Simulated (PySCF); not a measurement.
**Li₂S: from structure and modes to constants**

These are results of PBE0 in PySCF with S def2-TZVP, Li def2-TZVP; no relativity; density-fitted integrals, not measurements.

The singlet minimum has C2v symmetry. Masses (u): S 31.97207, Li 7.01600.

```xyz
3
charge 0 multiplicity 1, angstrom
S     0.0000    0.0000   -0.2339
Li    1.9219    0.0000    0.5322
Li   -1.9219    0.0000    0.5322
```

Harmonic wavenumbers (cm⁻¹): 56.8 (a1, ×1), 602.9 (a1, ×1), 677.9 (b2, ×1).

Task: Find the principal moments of inertia and the rotational constants. What kind of rotor is it?

Result: About the centre of mass I = 5.725, 51.829, 57.554 u Å². With B = 16.8576/I this gives 2.945, 0.3253, 0.2929 cm⁻¹. The molecule is an asymmetric top with κ = -0.98.

Task: What is the harmonic zero-point energy?

Result: Half the sum of all 3 wavenumbers, 1338/2 = 669 cm⁻¹, which is 8.0 kJ/mol (1 cm⁻¹ = 0.0119627 kJ/mol).

Task: Find the vibrational entropy and heat capacity at 298.15 K.

Result: With u = 1.43878 ω/T, each mode gives S = R[u/(eᵘ−1) − ln(1−e⁻ᵘ)] and C = R u² eᵘ/(eᵘ−1)².
```json
{"ω (cm⁻¹)": "56.8", "u": "0.274", "S (J/(mol K))": "19.10", "C (J/(mol K))": "8.26"}
{"ω (cm⁻¹)": "602.9", "u": "2.910", "S (J/(mol K))": "1.86", "C (J/(mol K))": "4.29"}
{"ω (cm⁻¹)": "677.9", "u": "3.271", "S (J/(mol K))": "1.39", "C (J/(mol K))": "3.65"}
```
The sums over all modes are S = 22.4 and C = 16.2 J/(mol K); the softest mode gives 85 % of the entropy.

Task: Give the standard entropy (298.15 K, 1 bar) by its translational, rotational, vibrational and spin parts, and Cp.

Result: Sackur–Tetrode with M = 46.00 u gives 156.6; rotation with symmetry number 2 gives 83.3; vibration 22.4; spin R ln 1 = 0.0. The total is 262.2 J/(mol K), and Cp = 4 R + 16.2 = 49.5 J/(mol K).

Other isomers or separated fragments may lie lower.
